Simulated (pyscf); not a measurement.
Structures and frequencies: ωB97X-D3(BJ)/def2-SVP in PySCF. MP2 and CC: frozen core, UHF for open shells. ΔMP2 is the change of the MP2 total energy from the triple- to the quadruple-zeta basis.

Problem. What is the homolytic dissociation enthalpy (298 K, CCSD(T)/def2-TZVPP + ΔMP2(QZVPP)) of the H–Si bond of HN=SiH–Cl, to [HN=Si–Cl]• + H•?

Solution. H–Si to [HN=Si–Cl]• + H•: 83.3 kcal/mol. The radicals are drawn with the spin at the cut bond; how far it spreads was not checked. HN=SiH–Cl lies 26.4 kcal/mol over its isomer H₂N–Si:–Cl [singlet] (electronic energy, ωB97M-D3(BJ)). Other isomers of [HN=Si–Cl]• were not searched in full and may lie lower. The CCSD(T) − MP2 part came from Ansatz, without density fitting, on the same reference. An open-shell T1 diagnostic exceeds 0.045.
